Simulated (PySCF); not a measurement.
# Shieldings and the share of exact exchange

Molecule: carbonyl fluoride, CF2O.

Numbering as in the mapped SMILES `[O:1]=[C:2]([F:3])[F:4]`.

GIAO shieldings (ppm, equivalent atoms averaged) in PySCF 2.14 on the PBE0-D3(BJ)/def2-SVP geometry, basis pcSseg-2, gas phase, non-relativistic:

| functional | exact exchange (%) | σ(C2) | σ(F3/F4) |
| --- | --- | --- | --- |
| BLYP | 0 | 29.2 | 183.6 |
| BP86 | 0 | 34.0 | 183.6 |
| PBE | 0 | 33.9 | 182.8 |
| B3LYP | 20 | 33.0 | 196.1 |
| PBE0 | 25 | 38.3 | 198.4 |
| HF | 100 | 50.5 | 240.5 |

(1) Fit each shielding as a line in the percentage of exact exchange.

(2) What does the line predict for mPW1PW91 (25 %), and what does the run give?

Answers

(1) σ(C2) = 32.1 + 0.18 x (rms 2.1 ppm); σ(F3/F4) = 183.7 + 0.57 x (rms 0.6 ppm). The functionals also differ in their semilocal parts, which the line can't hold; Hartree–Fock has no correlation at all.

(2) σ(C2): 36.6 predicted, 37.6 computed; σ(F3/F4): 197.9 predicted, 198.3 computed ppm.
